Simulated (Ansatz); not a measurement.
Corundum (α-Al2O3), treated with revPBE (Ansatz, an electronic-structure program, PAW).

Settings: plane-wave cutoff 520 eV, 8×8×8 k mesh, Fermi–Dirac smearing 0.01 eV, scalar-relativistic PAW data made under PBE.

Shape and atoms are relaxed at each volume.

The direct gap at Γ against volume; x = 100 ln(V/8.907 Å³). One gap is withheld.

```tsv
V (Å³/atom)	x	gap (eV)
8.551	-4.08	?
8.729	-2.02	5.965
8.907	0.00	5.726
9.085	1.98	5.495
9.263	3.92	5.271
```

### Question
Fit a straight line to the rows shown, give the volume deformation potential and predict the withheld gap.

### Answer
Means of the 4 rows: x̄ = 0.970, ȳ = 5.6143 eV. Σ(x − x̄)(y − ȳ) = -2.2902 and Σ(x − x̄)² = 19.604, so the slope is -0.1168 eV per unit of x, and dE_g/d ln V = -11.7 eV. At x = -4.08: 5.6143 + (-0.1168) × (-4.08 − (0.970)) = 6.204 eV. The run gives 6.213 eV, 0.009 eV above the line, as the curve bends the same way over all rows.

Note: the bulk modulus comes from volumes at which shape and atoms were relaxed.
